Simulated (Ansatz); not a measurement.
For antiferromagnetic (type II) rock-salt NiO, PBE-D3(BJ) in Ansatz (PAW) gives:

```
Item                           Result
---------------------  --------------
lattice constant a            4.170 Å
enthalpy of formation  -0.653 eV/atom
magnetic moment               1.36 μB
```

### Question
What does r²SCAN (Ansatz, an electronic-structure program, plane waves, PAW) give for the same quantities?

### Answer

- lattice constant a: 4.163 Å (drops by 0.2 %)
- formation enthalpy: -1.167 eV/atom (moves by -0.514 eV/atom)
- magnetic moment: 1.57 μB (rises by 0.21 μB)

For comparison: lattice constant a 4.170 Å (measured, 5 K, zero-point motion not removed, pseudo-cubic cell; as tabulated in Yang et al. (2022), arXiv:2205.02972); formation enthalpy -1.224 eV/atom (measured, 0 K, at or extrapolated to 0 K; zero-point energies not removed; as tabulated in Aykol and Wolverton (2014), doi:10.1103/physrevb.90.115105).

Changes are worked out from the printed values.

Unless a cell is named, each level is at its own relaxed cell (PBE-D3(BJ) 9.06, r²SCAN 9.02 Å³/atom).

Spin-polarised runs: PBE-D3(BJ) (opposed moments), r²SCAN (opposed moments).

Caveats: a distance lies near a switch of the dispersion term, which can move the cell (PBE-D3(BJ)). Ansatz's density-functional and Hartree–Fock values are scalar-relativistic unless marked +SOC, with PAW data made under PBE.
